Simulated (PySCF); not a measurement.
Dissociation curve of C₂H₃Cl, SMILES C=CCl. The C2–Cl6 bond (C2 also carries C, H; Cl6 carries nothing else) is pulled apart rigidly from the PBE0/def2-TZVP optimised geometry.

Levels: RKS-TPSSh = PySCF with restricted TPSSh/cc-pVDZ; UKS-TPSSh = unrestricted TPSSh/cc-pVDZ run with PySCF; UMP2 = MP2 on UHF/cc-pVDZ, 7 core orbitals frozen run with PySCF; UKS-M06-2X/6-31G* = PySCF 2.14.0 with unrestricted M06-2X/6-31G*, spherical d.

Energies are in eV, each relative to the lowest point of its own curve near equilibrium.

```
R / Å  RKS-TPSSh  UKS-TPSSh   UMP2  UKS-M06-2X/6-31G*
-----  ---------  ---------  -----  -----------------
1.28       6.383      6.383  6.663              6.251
1.39       2.932      2.932  3.029              2.850
1.45       1.790      1.790  1.840              1.725
1.54       0.725      0.725  0.733              0.680
1.62       0.233      0.233  0.225              0.204
1.68       0.057      0.057  0.047              0.040
1.72       0.007      0.007    [?]              0.000
1.76       0.000      0.000  0.000                [?]
1.84       0.083      0.083  0.102              0.109
1.87       0.140      0.140  0.168              0.175
1.99       0.456      0.456  0.528              0.534
2.16       1.032      1.032  1.335                [?]
2.30       1.534      1.534  2.401              1.738
2.58       2.471      2.471  3.554              2.800
2.84       3.197      3.138    [?]              3.485
3.07       3.714      3.481  4.165              3.790
3.45       4.344      3.788  4.296              4.064
3.77       4.701      3.921  4.340              4.187
4.24       5.028      4.018  4.367              4.274
4.60         [?]      4.054  4.375              4.302
5.10       5.300      4.080  4.381              4.316
6.02         [?]      4.095  4.385              4.320
```

Q: Complete the blanks.

A: 
- 1.72, UMP2: 0.001
- 1.76, UKS-M06-2X/6-31G*: 0.003
- 2.16, UKS-M06-2X/6-31G*: 1.177
- 2.84, UMP2: 3.985
- 4.60, RKS-TPSSh: 5.177
- 6.02, RKS-TPSSh: 5.399

At the longest distance RKS-TPSSh leaves fractional charges on the fragments, a sign of delocalisation error or of the restricted form. The restricted form behind RKS-TPSSh keeps the bonding electrons paired and can't separate into open-shell fragments. The unrestricted determinant behind UKS-TPSSh, UKS-M06-2X/6-31G* is spin-contaminated at 2.84 to 6.02 Å (<S²> up to 1.0, against 0.00 for a pure singlet). The unrestricted solution behind UMP2 changes between 2.30 and 2.58 Å, which can leave a kink. The unrestricted determinant behind UMP2 is spin-contaminated at 1.28, 2.16 to 6.02 Å (<S²> up to 1.2, against 0.00 for a pure singlet).
